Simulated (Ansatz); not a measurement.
Born–Oppenheimer molecular dynamics of CH8OSi (11 atoms, charge 0, multiplicity 1). It starts at the highest image of a converged band. Of that band: Neighbouring images differ by up to 4.1 eV, so the band resolves the path poorly. A vibrational analysis at the climbing image gives 2 clearly imaginary modes (1937i, 170i cm⁻¹): a point of higher order. A lower path may pass nearby, or the ends, which weren't checked, may share the extra mode.

Method: RHF/6-31G* (Ansatz).

```
ensemble                      : NVE (velocity Verlet)
time step                     : 0.5 fs
steps asked                   : 200
starting velocities drawn for : 300 K
seed                          : 7306
```

First frame:

```xyz
11
Properties=species:S:1:pos:R:3
Si -0.299 0.247 -0.041
C -0.058 0.061 2.229
H 0.316 1.058 2.432
H -0.646 -0.230 3.104
H 0.778 -0.628 2.178
H 1.111 0.676 0.116
H -0.812 1.316 -0.919
H -0.191 -1.077 -0.684
O -2.035 -0.065 0.646
H -2.452 -0.879 0.380
H -1.277 -0.126 1.552
```

**Question.** How far do the bonds stretch over the last three quarters of this one trajectory? (Pairs bonded in most of those frames.)

**Answer.** 
```
  bond  mean (Å)  spread (Å)  shortest  longest
Si1–H6     1.467       0.017      1.43     1.50
Si1–H7     1.477       0.012      1.46     1.50
Si1–H8     1.483       0.027      1.44     1.53
Si1–O9     1.668       0.082      1.54     1.78
 C2–H3     1.094       0.048      1.01     1.18
 C2–H4     1.091       0.032      1.02     1.17
 C2–H5     1.099       0.060      1.00     1.20
C2–H11     1.105       0.080      0.96     1.24
O9–H10     0.947       0.010      0.93     0.96
```

Mean temperature of the second half: 3369 K. The conserved energy stayed within 0.58 meV per atom of its start (net change 0.086 meV per atom), so the integration is sound. The kinetic energy rose, since the run started high on the potential surface and went downhill. It ends in pieces (CH4 + H4OSi), so much of that is their flight and rotation, not heat. A run of 0.1 ps of so small a system gives no equilibrium averages. The orbitals stay closed-shell, which can raise the energy where a bond breaks towards radicals; this wasn't checked here.

The run took 110 s on 1 thread of Intel(R) Xeon(R) 6975P-C (Granite Rapids) (shared host), peak memory 0.11 GiB.
